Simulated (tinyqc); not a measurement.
Worked calculation (part 1 of 3): UHF in the sto-6g basis, for NH3+, spin multiplicity 2. Computed by tinyqc, a small Python program that keeps every step (integrals from PySCF). Settings: charge = 1, multiplicity = 2, basis = sto-6g, energy threshold = 1e-10, iteration cap = 69, orthogonalisation = symmetric, start = core, DIIS depth = 0, method = UHF. Command: `OMP_NUM_THREADS=1 python tinyqc.py 25851 25852 out.jsonl` (the two numbers bound the seeds that draw the settings). One thread of a shared host (Intel(R) Xeon(R) Processor @ 2.60GHz), about 0.3 s of CPU time with the checks. Later iterations appear only in the table of the cycle.

## One-electron integrals

Geometry (angstrom):
```
atom        x        y       z
N      0.0000   0.0000  0.4650
H      1.1500   0.0000  0.0000
H     -0.5750   0.9960  0.0000
H     -0.5750  -0.9960  0.0000
```

Basis sto-6g: exponents (1/bohr^2) and contraction coefficients of normalised primitives:
```
element  l (shell)   exponent  coefficient
N            s (1)  1027.8285       0.0092
N            s (1)   188.4512       0.0494
N            s (1)    52.7219       0.1685
N            s (1)    18.1114       0.3706
N            s (1)     7.0332       0.4165
N            s (1)     2.8967       0.1303
N            s (2)    39.1988      -0.0133
N            s (2)     7.7585      -0.0470
N            s (2)     2.4113      -0.0338
N            s (2)     0.9277       0.2502
N            s (2)     0.4029       0.5951
N            s (2)     0.1847       0.2407
N            p (3)    39.1988       0.0038
N            p (3)     7.7585       0.0377
N            p (3)     2.4113       0.1739
N            p (3)     0.9277       0.4180
N            p (3)     0.4029       0.4259
N            p (3)     0.1847       0.1017
H            s (1)    35.5232       0.0092
H            s (1)     6.5131       0.0494
H            s (1)     1.8221       0.1685
H            s (1)     0.6260       0.3706
H            s (1)     0.2431       0.4165
H            s (1)     0.1001       0.1303
```

Overlap, kinetic and nuclear-attraction integrals over the contracted functions; the nuclear repulsion is the sum of Za Zb / Rab.

nuclear repulsion = 9.755304 hartree

overlap S, order 1N 1s, 1N 2s, 1N 2px, 1N 2py, 1N 2pz, 2H 1s, 3H 1s, 4H 1s:
$$\begin{pmatrix}
1.0000 & 0.2294 & 0.0000 & 0.0000 & 0.0000 & 0.0356 & 0.0356 & 0.0356 \\
0.2294 & 1.0000 & 0.0000 & 0.0000 & 0.0000 & 0.3648 & 0.3647 & 0.3647 \\
0.0000 & 0.0000 & 1.0000 & 0.0000 & 0.0000 & 0.3279 & -0.1639 & -0.1639 \\
0.0000 & 0.0000 & 0.0000 & 1.0000 & 0.0000 & 0.0000 & 0.2840 & -0.2840 \\
0.0000 & 0.0000 & 0.0000 & 0.0000 & 1.0000 & -0.1326 & -0.1326 & -0.1326 \\
0.0356 & 0.3648 & 0.3279 & 0.0000 & -0.1326 & 1.0000 & 0.1215 & 0.1215 \\
0.0356 & 0.3647 & -0.1639 & 0.2840 & -0.1326 & 0.1215 & 1.0000 & 0.1214 \\
0.0356 & 0.3647 & -0.1639 & -0.2840 & -0.1326 & 0.1215 & 0.1214 & 1.0000
\end{pmatrix}$$

kinetic energy T (hartree), order 1N 1s, 1N 2s, 1N 2px, 1N 2py, 1N 2pz, 2H 1s, 3H 1s, 4H 1s:
$$\begin{pmatrix}
22.2364 & -0.6787 & 0.0000 & 0.0000 & 0.0000 & -0.0078 & -0.0078 & -0.0078 \\
-0.6787 & 0.6329 & 0.0000 & 0.0000 & 0.0000 & 0.0488 & 0.0488 & 0.0488 \\
0.0000 & 0.0000 & 1.9013 & 0.0000 & 0.0000 & 0.1406 & -0.0703 & -0.0703 \\
0.0000 & 0.0000 & 0.0000 & 1.9013 & 0.0000 & 0.0000 & 0.1217 & -0.1217 \\
0.0000 & 0.0000 & 0.0000 & 0.0000 & 1.9013 & -0.0568 & -0.0568 & -0.0568 \\
-0.0078 & 0.0488 & 0.1406 & 0.0000 & -0.0568 & 0.7685 & -0.0115 & -0.0115 \\
-0.0078 & 0.0488 & -0.0703 & 0.1217 & -0.0568 & -0.0115 & 0.7685 & -0.0115 \\
-0.0078 & 0.0488 & -0.0703 & -0.1217 & -0.0568 & -0.0115 & -0.0115 & 0.7685
\end{pmatrix}$$

nuclear attraction V (hartree), order 1N 1s, 1N 2s, 1N 2px, 1N 2py, 1N 2pz, 2H 1s, 3H 1s, 4H 1s:
$$\begin{pmatrix}
-47.9532 & -4.9407 & 0.0000 & 0.0000 & 0.0125 & -0.8716 & -0.8715 & -0.8715 \\
-4.9407 & -8.0967 & 0.0000 & 0.0000 & 0.1459 & -2.3074 & -2.3072 & -2.3072 \\
0.0000 & 0.0000 & -8.1204 & 0.0000 & 0.0000 & -1.8739 & 0.9368 & 0.9368 \\
0.0000 & 0.0000 & 0.0000 & -8.1204 & 0.0000 & 0.0000 & -1.6227 & 1.6227 \\
0.0125 & 0.1459 & 0.0000 & 0.0000 & -8.0485 & 0.7899 & 0.7898 & 0.7898 \\
-0.8716 & -2.3074 & -1.8739 & 0.0000 & 0.7899 & -4.7220 & -0.6288 & -0.6288 \\
-0.8715 & -2.3072 & 0.9368 & -1.6227 & 0.7898 & -0.6288 & -4.7218 & -0.6287 \\
-0.8715 & -2.3072 & 0.9368 & 1.6227 & 0.7898 & -0.6288 & -0.6287 & -4.7218
\end{pmatrix}$$

core Hamiltonian H = T + V (hartree), order 1N 1s, 1N 2s, 1N 2px, 1N 2py, 1N 2pz, 2H 1s, 3H 1s, 4H 1s:
$$\begin{pmatrix}
-25.7168 & -5.6194 & 0.0000 & 0.0000 & 0.0125 & -0.8794 & -0.8793 & -0.8793 \\
-5.6194 & -7.4638 & 0.0000 & 0.0000 & 0.1459 & -2.2586 & -2.2584 & -2.2584 \\
0.0000 & 0.0000 & -6.2191 & 0.0000 & 0.0000 & -1.7333 & 0.8665 & 0.8665 \\
0.0000 & 0.0000 & 0.0000 & -6.2191 & 0.0000 & 0.0000 & -1.5010 & 1.5010 \\
0.0125 & 0.1459 & 0.0000 & 0.0000 & -6.1472 & 0.7330 & 0.7329 & 0.7329 \\
-0.8794 & -2.2586 & -1.7333 & 0.0000 & 0.7330 & -3.9534 & -0.6403 & -0.6403 \\
-0.8793 & -2.2584 & 0.8665 & -1.5010 & 0.7329 & -0.6403 & -3.9533 & -0.6402 \\
-0.8793 & -2.2584 & 0.8665 & 1.5010 & 0.7329 & -0.6403 & -0.6402 & -3.9533
\end{pmatrix}$$

## Two-electron integrals

Functions are numbered as in S; the eight-fold symmetry (ij|kl) = (ji|kl) = (kl|ij) leaves the list below.

Two-electron integrals (ij|kl) in chemists' order, unique and non-zero (hartree):
```
(11|11) 4.1687      (21|11) 0.5836      (21|21) 0.1041      (22|11) 0.9685
(22|21) 0.2145      (22|22) 0.7084      (31|31) 0.0221      (32|31) 0.0336
(32|32) 0.1566      (33|11) 0.9685      (33|21) 0.2145      (33|22) 0.7084
(33|33) 0.7632      (41|41) 0.0221      (42|41) 0.0336      (42|42) 0.1566
(43|43) 0.0411      (44|11) 0.9685      (44|21) 0.2145      (44|22) 0.7084
(44|33) 0.6810      (44|44) 0.7632      (51|51) 0.0221      (52|51) 0.0336
(52|52) 0.1566      (53|53) 0.0411      (54|54) 0.0411      (55|11) 0.9685
(55|21) 0.2145      (55|22) 0.7084      (55|33) 0.6810      (55|44) 0.6810
(55|55) 0.7632      (61|11) 0.0963      (61|21) 0.0165      (61|22) 0.0333
(61|31) 0.0009      (61|32) 0.0017      (61|33) 0.0334      (61|44) 0.0332
(61|51) -3.47e-04   (61|52) -0.0007     (61|53) -9.47e-05   (61|55) 0.0332
(61|61) 0.0027      (62|11) 0.2542      (62|21) 0.0572      (62|22) 0.2112
(62|31) 0.0048      (62|32) 0.0362      (62|33) 0.2181      (62|44) 0.2068
(62|51) -0.0019     (62|52) -0.0147     (62|53) -0.0046     (62|55) 0.2086
(62|61) 0.0092      (62|62) 0.0838      (63|11) 0.1957      (63|21) 0.0446
(63|22) 0.1749      (63|31) 0.0091      (63|32) 0.0614      (63|33) 0.1898
(63|44) 0.1668      (63|51) -0.0013     (63|52) -0.0111     (63|53) -0.0064
(63|55) 0.1682      (63|61) 0.0075      (63|62) 0.0833      (63|63) 0.0918
(64|41) 0.0059      (64|42) 0.0339      (64|43) 0.0071      (64|54) -0.0029
(64|64) 0.0104      (65|11) -0.0791     (65|21) -0.0180     (65|22) -0.0707
(65|31) -0.0013     (65|32) -0.0111     (65|33) -0.0710     (65|44) -0.0675
(65|51) 0.0064      (65|52) 0.0384      (65|53) 0.0085      (65|55) -0.0738
(65|61) -0.0030     (65|62) -0.0337     (65|63) -0.0329     (65|65) 0.0237
(66|11) 0.4214      (66|21) 0.0965      (66|22) 0.4078      (66|31) 0.0095
(66|32) 0.0997      (66|33) 0.4365      (66|44) 0.3897      (66|51) -0.0038
(66|52) -0.0403     (66|53) -0.0189     (66|55) 0.3974      (66|61) 0.0157
(66|62) 0.2131      (66|63) 0.2366      (66|65) -0.0957     (66|66) 0.7750
(71|11) 0.0963      (71|21) 0.0165      (71|22) 0.0333      (71|31) -4.29e-04
(71|32) -0.0008     (71|33) 0.0332      (71|41) 0.0007      (71|42) 0.0015
(71|43) -1.01e-04   (71|44) 0.0334      (71|51) -3.47e-04   (71|52) -0.0007
(71|53) 4.74e-05    (71|54) -8.20e-05   (71|55) 0.0332      (71|61) 0.0026
(71|62) 0.0088      (71|63) 0.0067      (71|64) 2.58e-04    (71|65) -0.0029
(71|66) 0.0148      (71|71) 0.0027      (72|11) 0.2542      (72|21) 0.0572
(72|22) 0.2111      (72|31) -0.0024     (72|32) -0.0181     (72|33) 0.2096
(72|41) 0.0041      (72|42) 0.0314      (72|43) -0.0049     (72|44) 0.2152
(72|51) -0.0019     (72|52) -0.0147     (72|53) 0.0023      (72|54) -0.0040
(72|55) 0.2086      (72|61) 0.0088      (72|62) 0.0623      (72|63) 0.0482
(72|64) 0.0070      (72|65) -0.0244     (72|66) 0.1243      (72|71) 0.0092
(72|72) 0.0838      (73|11) -0.0978     (73|21) -0.0223     (73|22) -0.0875
(73|31) 0.0067      (73|32) 0.0408      (73|33) -0.0916     (73|41) -0.0014
(73|42) -0.0119     (73|43) 0.0081      (73|44) -0.0867     (73|51) 0.0006
(73|52) 0.0056      (73|53) -0.0038     (73|54) 0.0015      (73|55) -0.0841
(73|61) -0.0031     (73|62) -0.0180     (73|63) -0.0073     (73|64) -0.0015
(73|65) 0.0069      (73|66) -0.0296     (73|71) -0.0037     (73|72) -0.0416
(73|73) 0.0308      (74|11) 0.1695      (74|21) 0.0386      (74|22) 0.1515
(74|31) -0.0014     (74|32) -0.0119     (74|33) 0.1463      (74|41) 0.0083
(74|42) 0.0545      (74|43) -0.0068     (74|44) 0.1625      (74|51) -0.0011
(74|52) -0.0096     (74|53) 0.0015      (74|54) -0.0055     (74|55) 0.1457
(74|61) 0.0059      (74|62) 0.0452      (74|63) 0.0349      (74|64) 0.0120
(74|65) -0.0174     (74|66) 0.0912      (74|71) 0.0065      (74|72) 0.0721
(74|73) -0.0352     (74|74) 0.0715      (75|11) -0.0791     (75|21) -0.0180
(75|22) -0.0707     (75|31) 0.0006      (75|32) 0.0056      (75|33) -0.0683
(75|41) -0.0011     (75|42) -0.0096     (75|43) 0.0015      (75|44) -0.0701
(75|51) 0.0064      (75|52) 0.0384      (75|53) -0.0043     (75|54) 0.0074
(75|55) -0.0738     (75|61) -0.0029     (75|62) -0.0244     (75|63) -0.0185
(75|64) -0.0027     (75|65) 0.0167      (75|66) -0.0519     (75|71) -0.0030
(75|72) -0.0337     (75|73) 0.0164      (75|74) -0.0285     (75|75) 0.0237
(76|11) 0.0656      (76|21) 0.0149      (76|22) 0.0588      (76|31) 4.87e-04
(76|32) 0.0043      (76|33) 0.0588      (76|41) 0.0008      (76|42) 0.0074
(76|43) 3.06e-04    (76|44) 0.0591      (76|51) -0.0008     (76|52) -0.0069
(76|53) -0.0008     (76|54) -0.0014     (76|55) 0.0586      (76|61) 0.0024
(76|62) 0.0223      (76|63) 0.0206      (76|64) 0.0023      (76|65) -0.0099
(76|66) 0.0566      (76|71) 0.0024      (76|72) 0.0223      (76|73) -0.0083
(76|74) 0.0190      (76|75) -0.0099     (76|76) 0.0075      (77|11) 0.4213
(77|21) 0.0965      (77|22) 0.4078      (77|31) -0.0047     (77|32) -0.0499
(77|33) 0.4014      (77|41) 0.0082      (77|42) 0.0864      (77|43) -0.0202
(77|44) 0.4248      (77|51) -0.0038     (77|52) -0.0403     (77|53) 0.0094
(77|54) -0.0164     (77|55) 0.3973      (77|61) 0.0148      (77|62) 0.1243
(77|63) 0.0938      (77|64) 0.0200      (77|65) -0.0519     (77|66) 0.2647
(77|71) 0.0157      (77|72) 0.2131      (77|73) -0.1183     (77|74) 0.2049
(77|75) -0.0957     (77|76) 0.0566      (77|77) 0.7750      (81|11) 0.0963
(81|21) 0.0165      (81|22) 0.0333      (81|31) -4.29e-04   (81|32) -0.0008
(81|33) 0.0332      (81|41) -0.0007     (81|42) -0.0015     (81|43) 1.01e-04
(81|44) 0.0334      (81|51) -3.47e-04   (81|52) -0.0007     (81|53) 4.74e-05
(81|54) 8.20e-05    (81|55) 0.0332      (81|61) 0.0026      (81|62) 0.0088
(81|63) 0.0067      (81|64) -2.58e-04   (81|65) -0.0029     (81|66) 0.0148
(81|71) 0.0026      (81|72) 0.0088      (81|73) -0.0036     (81|74) 0.0057
(81|75) -0.0029     (81|76) 0.0023      (81|77) 0.0148      (81|81) 0.0027
(82|11) 0.2542      (82|21) 0.0572      (82|22) 0.2111      (82|31) -0.0024
(82|32) -0.0181     (82|33) 0.2096      (82|41) -0.0041     (82|42) -0.0314
(82|43) 0.0049      (82|44) 0.2152      (82|51) -0.0019     (82|52) -0.0147
(82|53) 0.0023      (82|54) 0.0040      (82|55) 0.2086      (82|61) 0.0088
(82|62) 0.0623      (82|63) 0.0482      (82|64) -0.0070     (82|65) -0.0244
(82|66) 0.1243      (82|71) 0.0088      (82|72) 0.0623      (82|73) -0.0301
(82|74) 0.0382      (82|75) -0.0244     (82|76) 0.0173      (82|77) 0.1243
(82|81) 0.0092      (82|82) 0.0838      (83|11) -0.0978     (83|21) -0.0223
(83|22) -0.0875     (83|31) 0.0067      (83|32) 0.0408      (83|33) -0.0916
(83|41) 0.0014      (83|42) 0.0119      (83|43) -0.0081     (83|44) -0.0867
(83|51) 0.0006      (83|52) 0.0056      (83|53) -0.0038     (83|54) -0.0015
(83|55) -0.0841     (83|61) -0.0031     (83|62) -0.0180     (83|63) -0.0073
(83|64) 0.0015      (83|65) 0.0069      (83|66) -0.0296     (83|71) -0.0036
(83|72) -0.0301     (83|73) 0.0216      (83|74) -0.0182     (83|75) 0.0116
(83|76) -0.0064     (83|77) -0.0642     (83|81) -0.0037     (83|82) -0.0416
(83|83) 0.0308      (84|11) -0.1695     (84|21) -0.0386     (84|22) -0.1515
(84|31) 0.0014      (84|32) 0.0119      (84|33) -0.1463     (84|41) 0.0083
(84|42) 0.0545      (84|43) -0.0068     (84|44) -0.1625     (84|51) 0.0011
(84|52) 0.0096      (84|53) -0.0015     (84|54) -0.0055     (84|55) -0.1457
(84|61) -0.0059     (84|62) -0.0452     (84|63) -0.0349     (84|64) 0.0120
(84|65) 0.0174      (84|66) -0.0912     (84|71) -0.0057     (84|72) -0.0382
(84|73) 0.0182      (84|74) -0.0169     (84|75) 0.0147      (84|76) -0.0111
(84|77) -0.0713     (84|81) -0.0065     (84|82) -0.0721     (84|83) 0.0352
(84|84) 0.0715      (85|11) -0.0791     (85|21) -0.0180     (85|22) -0.0707
(85|31) 0.0006      (85|32) 0.0056      (85|33) -0.0683     (85|41) 0.0011
(85|42) 0.0096      (85|43) -0.0015     (85|44) -0.0701     (85|51) 0.0064
(85|52) 0.0384      (85|53) -0.0043     (85|54) -0.0074     (85|55) -0.0738
(85|61) -0.0029     (85|62) -0.0244     (85|63) -0.0185     (85|64) 0.0027
(85|65) 0.0167      (85|66) -0.0519     (85|71) -0.0029     (85|72) -0.0244
(85|73) 0.0116      (85|74) -0.0147     (85|75) 0.0167      (85|76) -0.0075
(85|77) -0.0519     (85|81) -0.0030     (85|82) -0.0337     (85|83) 0.0164
(85|84) 0.0285      (85|85) 0.0237      (86|11) 0.0656      (86|21) 0.0149
(86|22) 0.0588      (86|31) 4.87e-04    (86|32) 0.0043      (86|33) 0.0588
(86|41) -0.0008     (86|42) -0.0074     (86|43) -3.06e-04   (86|44) 0.0591
(86|51) -0.0008     (86|52) -0.0069     (86|53) -0.0008     (86|54) 0.0014
(86|55) 0.0586      (86|61) 0.0024      (86|62) 0.0223      (86|63) 0.0206
(86|64) -0.0023     (86|65) -0.0099     (86|66) 0.0566      (86|71) 0.0023
(86|72) 0.0173      (86|73) -0.0064     (86|74) 0.0111      (86|75) -0.0075
(86|76) 0.0060      (86|77) 0.0355      (86|81) 0.0024      (86|82) 0.0223
(86|83) -0.0083     (86|84) -0.0190     (86|85) -0.0099     (86|86) 0.0075
(87|11) 0.0656      (87|21) 0.0149      (87|22) 0.0588      (87|31) -0.0010
(87|32) -0.0085     (87|33) 0.0593      (87|44) 0.0586      (87|51) -0.0008
(87|52) -0.0069     (87|53) 0.0016      (87|55) 0.0586      (87|61) 0.0023
(87|62) 0.0173      (87|63) 0.0128      (87|65) -0.0075     (87|66) 0.0355
(87|71) 0.0024      (87|72) 0.0223      (87|73) -0.0123     (87|74) 0.0167
(87|75) -0.0099     (87|76) 0.0060      (87|77) 0.0566      (87|81) 0.0024
(87|82) 0.0223      (87|83) -0.0123     (87|84) -0.0167     (87|85) -0.0099
(87|86) 0.0060      (87|87) 0.0075      (88|11) 0.4213      (88|21) 0.0965
(88|22) 0.4078      (88|31) -0.0047     (88|32) -0.0499     (88|33) 0.4014
(88|41) -0.0082     (88|42) -0.0864     (88|43) 0.0202      (88|44) 0.4248
(88|51) -0.0038     (88|52) -0.0403     (88|53) 0.0094      (88|54) 0.0164
(88|55) 0.3973      (88|61) 0.0148      (88|62) 0.1243      (88|63) 0.0938
(88|64) -0.0200     (88|65) -0.0519     (88|66) 0.2647      (88|71) 0.0148
(88|72) 0.1243      (88|73) -0.0642     (88|74) 0.0713      (88|75) -0.0519
(88|76) 0.0355      (88|77) 0.2647      (88|81) 0.0157      (88|82) 0.2131
(88|83) -0.1183     (88|84) -0.2049     (88|85) -0.0957     (88|86) 0.0566
(88|87) 0.0566      (88|88) 0.7750
```

## Orthogonalisation

S = U s U^T; symmetric (Loewdin) form X = U s^(-1/2) U^T, so that X^T S X = 1.

eigenvalues of S: [0.4098, 0.5331, 0.5331, 0.9186, 1.0683, 1.3454, 1.3454, 1.8462]

X, order 1N 1s, 1N 2s, 1N 2px, 1N 2py, 1N 2pz, 2H 1s, 3H 1s, 4H 1s:
$$\begin{pmatrix}
1.0226 & -0.1367 & 0.0000 & 0.0000 & 0.0064 & 0.0171 & 0.0171 & 0.0171 \\
-0.1367 & 1.2016 & 0.0000 & 0.0000 & -0.0644 & -0.2090 & -0.2090 & -0.2090 \\
0.0000 & 0.0000 & 1.0779 & 0.0000 & 0.0000 & -0.2048 & 0.1024 & 0.1024 \\
0.0000 & 0.0000 & 0.0000 & 1.0779 & 0.0000 & 0.0000 & -0.1774 & 0.1774 \\
0.0064 & -0.0644 & 0.0000 & 0.0000 & 1.0229 & 0.0746 & 0.0746 & 0.0746 \\
0.0171 & -0.2090 & -0.2048 & 0.0000 & 0.0746 & 1.1231 & -0.0307 & -0.0307 \\
0.0171 & -0.2090 & 0.1024 & -0.1774 & 0.0746 & -0.0307 & 1.1231 & -0.0307 \\
0.0171 & -0.2090 & 0.1024 & 0.1774 & 0.0746 & -0.0307 & -0.0307 & 1.1231
\end{pmatrix}$$

## Starting guess

The start is the orbitals of the core Hamiltonian; D(s) = C_occ C_occ^T for each spin.

D(alpha) at the start, order 1N 1s, 1N 2s, 1N 2px, 1N 2py, 1N 2pz, 2H 1s, 3H 1s, 4H 1s:
$$\begin{pmatrix}
1.0630 & -0.2898 & 0.0000 & 0.0000 & 0.0178 & 0.0337 & 0.0337 & 0.0337 \\
-0.2898 & 1.3239 & 0.0000 & 0.0000 & -0.1056 & -0.1467 & -0.1467 & -0.1467 \\
0.0000 & 0.0000 & 1.1329 & 0.0000 & 0.0000 & -0.1688 & 0.0844 & 0.0844 \\
0.0000 & 0.0000 & 0.0000 & 1.1329 & 0.0000 & 0.0000 & -0.1462 & 0.1462 \\
0.0178 & -0.1056 & 0.0000 & 0.0000 & 1.0406 & 0.0651 & 0.0651 & 0.0651 \\
0.0337 & -0.1467 & -0.1688 & 0.0000 & 0.0651 & 0.0442 & 0.0064 & 0.0064 \\
0.0337 & -0.1467 & 0.0844 & -0.1462 & 0.0651 & 0.0064 & 0.0442 & 0.0064 \\
0.0337 & -0.1467 & 0.0844 & 0.1462 & 0.0651 & 0.0064 & 0.0064 & 0.0442
\end{pmatrix}$$

D(beta) at the start, order 1N 1s, 1N 2s, 1N 2px, 1N 2py, 1N 2pz, 2H 1s, 3H 1s, 4H 1s:
$$\begin{pmatrix}
1.0584 & -0.2684 & 0.0000 & 0.0000 & 0.0830 & 0.0348 & 0.0348 & 0.0348 \\
-0.2684 & 1.2258 & 0.0000 & 0.0000 & -0.4040 & -0.1517 & -0.1516 & -0.1516 \\
0.0000 & 0.0000 & 1.1329 & 0.0000 & 0.0000 & -0.1688 & 0.0844 & 0.0844 \\
0.0000 & 0.0000 & 0.0000 & 1.1329 & 0.0000 & 0.0000 & -0.1462 & 0.1462 \\
0.0830 & -0.4040 & 0.0000 & 0.0000 & 0.1332 & 0.0500 & 0.0500 & 0.0500 \\
0.0348 & -0.1517 & -0.1688 & 0.0000 & 0.0500 & 0.0439 & 0.0062 & 0.0062 \\
0.0348 & -0.1516 & 0.0844 & -0.1462 & 0.0500 & 0.0062 & 0.0439 & 0.0062 \\
0.0348 & -0.1516 & 0.0844 & 0.1462 & 0.0500 & 0.0062 & 0.0062 & 0.0439
\end{pmatrix}$$
